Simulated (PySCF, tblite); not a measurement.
A database entry of computed molecular properties. Lists by class give the value and the number of equivalent atoms.

```json
{
 "formula": "C3H8N",
 "smiles": "[CH2]CNC",
 "charge": 0,
 "multiplicity": 2,
 "geometry_level": "GFN2-xTB",
 "electronic_structure_code": "PySCF",
 "results": {
  "GFN2-xTB geometry": {
   "point_group": "C1",
   "rotational_constants_GHz": [16.253, 5.141, 4.58]
  },
  "GFN2-xTB harmonic vibrations, gas phase": {
   "strongest_ir_bands_cm-1_km_per_mol_modes": [
    [404.9, 52.0, 1],
    [815.3, 82.3, 1],
    [2870.4, 84.7, 1],
    [2999.4, 36.8, 1],
    [3022.9, 38.0, 1],
    [3171.7, 44.1, 1]
   ],
   "zpe_kcal_per_mol": 64.5
  },
  "UKS B3LYP, pcH-1 on C H N, non-relativistic, mean-field spin-orbit, GIAO": {
   "g_iso": 2.00266,
   "g_tensor": [2.00221, 2.00276, 2.00301],
   "s2": 0.754,
   "a_iso_by_class_MHz": [
    ["1H", 120.2, 2],
    ["13C", 94.2, 1],
    ["1H", -61.6, 2],
    ["13C", -34.3, 1],
    ["1H", -1.5, 1]
   ]
  }
 }
}
```

⟨S²⟩ is 0.004 above the pure-spin value S(S + 1) = 0.75. With B = h/(8π²I), that is 505.379 GHz u Å² over I, the principal moments of inertia are 31.1, 98.3 and 110.4 u Å² (most abundant isotopes). The rotational constants make it an asymmetric top with κ = (2B − A − C)/(A − C) = -0.90, nearer the prolate limit (−1). At 9.50 GHz, hν = g·μB·B₀ (B₀ the magnetic field) puts the centre of the isotropic spectrum, to first order, at 338.9 mT.

 In GFN2-xTB open shells enter through the occupations alone, without spin polarisation, so single modes can be far off. Hyperfine couplings depend on the geometry, which wasn't re-optimised at a DFT level. Couplings of like nuclei are plain means over topologically equivalent atoms, as if these changed places fast (by rotation of a methyl-like group, say); in this geometry the members of some sets differ.

Shape of the structure used: `[CH2:1][CH2:2][NH:3][CH3:4]`: C1–C2–N3–C4 72°.

One conformer stands for the species.
